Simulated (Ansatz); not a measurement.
Input file:

```yaml
crystal:
  periodic: [false, false, false]
  atoms:
    - {symbol: B, position_ang: [0.086833, 0.081213, 0.777599]}
    - {symbol: C, position_ang: [-0.078041, -0.115790, -0.578426]}
    - {symbol: H, position_ang: [-0.001420, 0.508692, -1.447823]}
basis:
  gaussian: {orbitals: 6-31G}
magnetization: {spin_polarized: false}
correlation: {method: ccsdt_q, electrons: outside_noble_gas}
```

```sh
$ ansatz run in.yaml --threads 1 --pin off --events-out ev --progress --plain --max-ram 2393MiB
```

Output:

```
451 factors; integrals over basis functions are off by at most 1.8e-7 eV
mean field evaluation 1: about -1706.7297 eV, gradient 2.7e1 eV
mean field evaluation 2: about -1706.7323 eV, gradient 2.7e1 eV
mean field evaluation 4: about -1709.5485 eV, gradient 3.2e0 eV
mean field evaluation 8: about -1709.7783 eV, gradient 3.9e-1 eV
mean field evaluation 16: about -1706.9953 eV, gradient 3.0e1 eV
mean field evaluation 32: about -1709.4527 eV, gradient 1.5e0 eV
mean field evaluation 64: about -1709.7860 eV, gradient 1.5e-1 eV
mean field evaluation 96: about -1709.4009 eV, gradient 2.3e-2 eV
mean field evaluation 128: about -1709.7856 eV, gradient 9.5e-2 eV
mean field -1709.78593081 eV, -62.8334740226 hartree, gradient 1.5e-6 eV, S^2 0.000000; 8 other end points of the search recorded, 0 dependent functions left out; unrestricted orbitals would lower it
determinant -1709.78593081 eV, -62.8334740226 hartree, with singles and doubles -1715.10518875 eV, -63.0289531464 hartree
determinant -1709.39646976 eV, -62.8191615931 hartree, with singles and doubles -1712.94681926 eV, -62.9496345307 hartree
determinant -1707.63343991 eV, -62.7543714413 hartree, with singles and doubles -1714.16112537 eV, -62.9942594573 hartree
mean field evaluation 160: about -1706.7323 eV, gradient 1.9e1 eV
...
unrestricted determinant -1712.28602639 eV, -62.9253508406 hartree, S^2 1.3190
2 core orbitals not correlated: weight in the atoms' cores, before any rotation towards them, 1.000 or more for the frozen orbitals, at most 0.000 for the correlated occupied ones
reference -1709.78593081 eV, -62.8334740226 hartree; 4, 4 occupied and 14, 14 virtual orbitals, 451 factors
second order -4.05985252 eV of doubles, -0.00000000 eV of singles
...
cycle  18  -5.75643480 eV  change   -3.0e-5 eV  update   1.6e-5
cycle  19  -5.75641799 eV  change    1.7e-5 eV  update   8.2e-6
cycle  20  -5.75641224 eV  change    5.7e-6 eV  update   4.2e-6
cycle  21  -5.75640714 eV  change    5.1e-6 eV  update   1.7e-6
cycle  22  -5.75640834 eV  change   -1.2e-6 eV  update   6.8e-7
cycle  23  -5.75640873 eV  change   -3.9e-7 eV  update   4.0e-7
cycle  24  -5.75640962 eV  change   -8.8e-7 eV  update   2.0e-7
cycle  25  -5.75640919 eV  change    4.2e-7 eV  update   1.6e-7
cycle  26  -5.75640954 eV  change   -3.5e-7 eV  update   1.7e-7
cycle  27  -5.75640959 eV  change   -4.4e-8 eV  update   6.4e-8
perturbative correction -0.05285546 eV, -0.0019424023 hartree
WARN: these amplitudes may be one of several solutions (largest doubles amplitude 0.52, level shift 0.00 eV)
Total energy: -1715.59519585 eV, -63.0469605754 hartree
```

The T1 diagnostic is 0.092.

For the same geometry and basis full CI lies 25.4 meV higher. By full CI's occupations no single determinant describes the state well. The program flagged this run's energy as in doubt.

Ran on 1 thread of AMD EPYC 7B13, shared host: 1.2 s wall, 0.1 GiB peak host memory.
